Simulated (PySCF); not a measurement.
# Chlorine: a sound run and one with changed settings

Sound run: Cl [Ne] 3s2 3p5, Cl⁺ [Ne] 3s2 3p4. All numbers are calculated (PySCF 2.14, the spin-free X2C one-electron Hamiltonian (Gaussian nucleus), in x2c-SVPall (4s3p1d, 18 functions)). In the sound run the correlated levels freeze [Ne]. The sound run starts from symmetry-adapted Hartree-Fock orbitals and uses a fine grid where one is needed.

Changed run: no relativity, point nucleus. This setting is unsound on purpose.

```json
{"species": "Cl", "method": "UHF", "sound run (hartree)": "-460.71238", "changed run (hartree)": "-459.12841", "converged": "yes"}
{"species": "Cl", "method": "r2SCAN", "sound run (hartree)": "-461.36089", "changed run (hartree)": "-459.77794", "converged": "yes"}
{"species": "Cl", "method": "TPSS", "sound run (hartree)": "-461.41068", "changed run (hartree)": "-459.82778", "converged": "yes"}
{"species": "Cl", "method": "MP2", "sound run (hartree)": "-460.82149", "changed run (hartree)": "-459.23748", "converged": "yes"}
{"species": "Cl", "method": "CCSD(T)", "sound run (hartree)": "-460.83918", "changed run (hartree)": "-459.25521", "converged": "yes"}
{"species": "Cl⁺", "method": "UHF", "sound run (hartree)": "-460.28006", "changed run (hartree)": "-458.69538", "converged": "yes"}
{"species": "Cl⁺", "method": "r2SCAN", "sound run (hartree)": "-460.88321", "changed run (hartree)": "-459.29949", "converged": "yes"}
{"species": "Cl⁺", "method": "TPSS", "sound run (hartree)": "-460.93669", "changed run (hartree)": "-459.35298", "converged": "yes"}
{"species": "Cl⁺", "method": "MP2", "sound run (hartree)": "-460.36910", "changed run (hartree)": "-458.78445", "converged": "yes"}
{"species": "Cl⁺", "method": "CCSD(T)", "sound run (hartree)": "-460.38921", "changed run (hartree)": "-458.80462", "converged": "yes"}
```

Ionisation energy of Cl:

```json
{"method": "UHF", "sound run (eV)": "11.764", "changed run (eV)": "11.783"}
{"method": "r2SCAN", "sound run (eV)": "12.998", "changed run (eV)": "13.019"}
{"method": "TPSS", "sound run (eV)": "12.898", "changed run (eV)": "12.920"}
{"method": "MP2", "sound run (eV)": "12.310", "changed run (eV)": "12.328"}
{"method": "SCS-MP2", "sound run (eV)": "12.295", "changed run (eV)": "12.312"}
{"method": "CCSD", "sound run (eV)": "12.245", "changed run (eV)": "12.262"}
{"method": "CCSD(T)", "sound run (eV)": "12.244", "changed run (eV)": "12.261"}
```

Most of the change in total energy is the relativistic energy itself. On top of that the contraction fixes the core shape for the Hamiltonian it was made with, so the changed run is not a good calculation with the other Hamiltonian either.

For comparison, NIST gives 12.968 eV between the lowest levels.
